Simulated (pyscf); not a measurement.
# 1,1-elimination: F–CH•–CH₂–F → •HC=CH–F + hydrogen fluoride (HF)

Gas phase, doublet surface, charge 0. Bonds broken: C1–H4, C1–F7. Bonds formed: H4–F7. Single points on ωB97X-D3(BJ)/def2-SVP structures (PySCF, gas phase). Correlated levels are frozen-core, on RHF or UHF. ΔMP2 is the change of the MP2 total energy from the triple- to the quadruple-zeta basis.

Transition state (Å):

```xyz
7

C     -0.2692    -0.6059    -0.4340
C      0.1153     0.1828     0.5636
F     -0.6711     0.4978     1.5817
H     -1.3447    -1.0989    -0.3825
H      0.3154    -0.8008    -1.3341
H      1.1242     0.6052     0.6552
F     -2.5022    -0.7140    -0.7947
```

One imaginary mode, 869i cm⁻¹; descent along it reached the two sides named.

| bond | change | reactant side (Å) | saddle | product side |
|---|---|---|---|---|
| C1–H4 | breaks | 1.103 | 1.184 | 2.349 |
| C1–F7 | breaks | 1.393 | 2.265 | 3.2 |
| H4–F7 | forms | 2.028 | 1.288 | 0.927 |

Electronic energies relative to the reactant's lowest minimum found (kJ/mol):

```tsv
level	barrier	reaction energy	reverse barrier
ωB97X-D3(BJ)/def2-TZVP	195.4	+143.8	51.6
PBE/def2-TZVP	150.4	+133.8	16.7
r²SCAN/def2-TZVP	171.4	+136.4	34.9
B3LYP-D3(BJ)/def2-TZVP	167.7	+129.9	37.8
PBE0-D3(BJ)/def2-TZVP	186.9	+142.6	44.3
M06-2X/def2-TZVP	205.7	+130.1	75.6
ωB97M-D3(BJ)/def2-TZVP	187.8	+130.8	57.1
HF/def2-TZVP	230.5	+111.2	119.3
MP2/def2-QZVPP	247.6	+137.2	110.4
CCSD/def2-TZVPP	209.6	+115.9	93.7
CCSD(T)/def2-TZVPP	199.8	+114.3	85.5
CCSD(T)/def2-TZVPP + ΔMP2(QZVPP)	203.0	+113.9	89.2
```

With CCSD(T)/def2-TZVPP + ΔMP2(QZVPP) energies and thermal terms (ideal gas, 1 atm, RRHO with modes under 100 cm⁻¹ raised to 100, one conformer, R ln 2 for chiral ones without a mode under 150 cm⁻¹), in kJ/mol:

| T (K) | ΔH‡ | ΔG‡ | ΔH | ΔG |
|---|---|---|---|---|
| 298 | 185.5 | 183.2 | +100.3 | +59.3 |
| 600 | 186.2 | 180.6 | +102.5 | +16.6 |
| 900 | 186.0 | 177.8 | +101.7 | -26.2 |
| 1200 | 185.1 | 175.2 | +99.3 | -68.5 |

This saddle turned up in a search for another step; its sides and bond changes are read from the two ends of the descent. F–CH•–CH₂–F lies 47.6 kJ/mol over its isomer H₃C–C•(F)–F (electronic energy, ωB97M-D3(BJ)/def2-TZVP). One saddle was located; it need not be the lowest between these sides. The CCSD(T) − MP2 part came from Ansatz, without density fitting, on the same reference. A UHF reference is spin-contaminated (<S²> up to 0.95), which harms MP2 most.
